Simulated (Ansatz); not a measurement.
Energy needed to pull apart Si2NH5, singlet, into free ground-state atoms, from the structure below (displaced at random from a GFN2-xTB minimum); no zero-point or spin–orbit terms; open-shell atoms are treated unrestricted, in their ground-state multiplicity.

| atom | x (Å) | y (Å) | z (Å) |
| --- | --- | --- | --- |
| Si1 | -1.1443 | 1.2861 | -0.8543 |
| N2 | 0.0678 | 0.4125 | -0.3125 |
| Si3 | 0.9630 | -0.8323 | 0.7011 |
| H4 | -2.5390 | 0.9776 | -0.6421 |
| H5 | -0.7246 | 2.2495 | -1.5656 |
| H6 | 0.6279 | -0.6702 | 2.2865 |
| H7 | 2.1747 | -0.8812 | 0.4091 |
| H8 | 0.2276 | -2.3195 | 0.2647 |

Computed with Ansatz 0.2.0 (basis: def2-TZVPP); correlated methods freeze the cores.

| method | atomization energy (kJ/mol) |
| --- | --- |
| PBE-D4 | ? |
| r2SCAN-D4 | 2205 |
| PBE0-D4 | 2173 |
| r2SCANh-D4 | 2188 |
| BHLYP-D4 | 2171 |
| wB97M-V | 2228 |
| HF | 1499 |
| MP2 | 2152 |
| CCSD | ? |
| CCSD(T) | 2144 |

(1) What does CCSD give? (To be estimated.)

(2) What does PBE-D4 give? (To be estimated.)

No T1 diagnostic of these runs exceeds 0.018.

## Answers

(1) The calculation gives: 2108 kJ/mol, which is about 37 kJ/mol less than CCSD(T)/def2-TZVPP.

(2) By the calculation: 2215 kJ/mol, which is about 71 kJ/mol more than CCSD(T)/def2-TZVPP.

In triple zeta the MP2 and coupled-cluster atomization energies are still short of their basis limit by a few kcal/mol a bond, whereas those of the functionals are nearly converged, so these differences are not deviations from converged CCSD(T).

For scale, one of the runs: CCSD(T)/def2-TZVPP forces, 185 basis functions (an equivalent command: `ansatz run in.yaml --threads 4`). Hardware: 4 CPU threads, shared host. Wall time 81 s; peak host memory 3.4 GiB.
